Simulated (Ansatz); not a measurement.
```yaml
crystal:
  periodic: [false, false, false]
  atoms:
    - {symbol: Ge, position_ang: [0.000000, 0.000000, -2.668019]}
    - {symbol: B, position_ang: [0.000000, 0.000000, -0.791938]}
    - {symbol: Si, position_ang: [0.000000, 0.000000, 0.993405]}
    - {symbol: H, position_ang: [0.000000, 0.000000, 2.466553]}
basis:
  gaussian: {orbitals: def2-TZVP}
hamiltonian: {xc: pbe0}
relax: {f_tol: 0.004, max_steps: 80}
```

```sh
$ ansatz run in.yaml --threads 1 --pin off --events-out ev --progress --plain --max-ram 2176MiB
```

Steps of the relaxation (energy above the last step; positions in Å, forces in eV/Å):

```
4
step 1, 23.4 meV
Ge    0.000    0.000   -2.668    0.000    0.000   -0.587
B     0.000    0.000   -0.792    0.000    0.000    1.514
Si    0.000    0.000    0.993    0.000    0.000   -1.030
H     0.000    0.000    2.467    0.000    0.000    0.103
```

```
4
step 2, 3.2 meV
Ge    0.000    0.000   -2.672    0.000    0.000   -0.170
B     0.000    0.000   -0.778    0.000    0.000    0.553
Si    0.000    0.000    0.987    0.000    0.000   -0.403
H     0.000    0.000    2.464    0.000    0.000    0.020
```

```
4
step 3, 0.0 meV
Ge    0.000    0.000   -2.671    0.000    0.000    0.000
B     0.000    0.000   -0.770    0.000    0.000   -0.012
Si    0.000    0.000    0.982    0.000    0.000    0.017
H     0.000    0.000    2.460    0.000    0.000   -0.005
```

```
4
step 4, 0.0 meV
Ge    0.000    0.000   -2.671    0.000    0.000    0.000
B     0.000    0.000   -0.770    0.000    0.000    0.000
Si    0.000    0.000    0.982    0.000    0.000    0.001
H     0.000    0.000    2.460    0.000    0.000   -0.001
```

Close pairs at the end: Si3–H4 1.478 Å, B2–Si3 1.752 Å, Ge1–B2 1.901 Å.

A stationary point of restricted PBE0 after 4 steps (its stability towards spin polarisation wasn't tested); no frequencies were run, so it isn't proven a minimum. 20 s on 1 thread of Intel Xeon Platinum 8259CL, shared host.
